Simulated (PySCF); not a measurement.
formic acid cation (CH2O2), SMILES O=CO (connectivity only; charge and spin as stated), charge +1, multiplicity 2. Atoms are numbered in the order given.

```xyz
5

O      0.0821     1.0903     0.0000
C     -0.3966    -0.0862     0.0000
O      0.2693    -1.1443     0.0000
H      1.0632     1.1586     0.0000
H     -1.4945    -0.2087     0.0000
```
Charge +1, spin multiplicity 2.

Geometry: B3LYP-D3(BJ)/def2-TZVP. The multiplicity is an assumed one; other spin states were not compared. Other conformers were not sampled.

These are PBE/def2-TZVPD (PySCF) values and carry that method's errors.

Mulliken values depend strongly on the basis, most of all with diffuse functions as here. Atomic charges (e):

```json
[
 {"atom": "O1", "meta-Löwdin": "-0.22", "Mulliken": "-0.13", "Mulliken spin": "0.07"},
 {"atom": "C2", "meta-Löwdin": "0.47", "Mulliken": "0.34", "Mulliken spin": "-0.04"},
 {"atom": "O3", "meta-Löwdin": "0.08", "Mulliken": "0.08", "Mulliken spin": "0.90"},
 {"atom": "H4", "meta-Löwdin": "0.42", "Mulliken": "0.38", "Mulliken spin": "0.01"},
 {"atom": "H5", "meta-Löwdin": "0.25", "Mulliken": "0.33", "Mulliken spin": "0.07"}
]
```
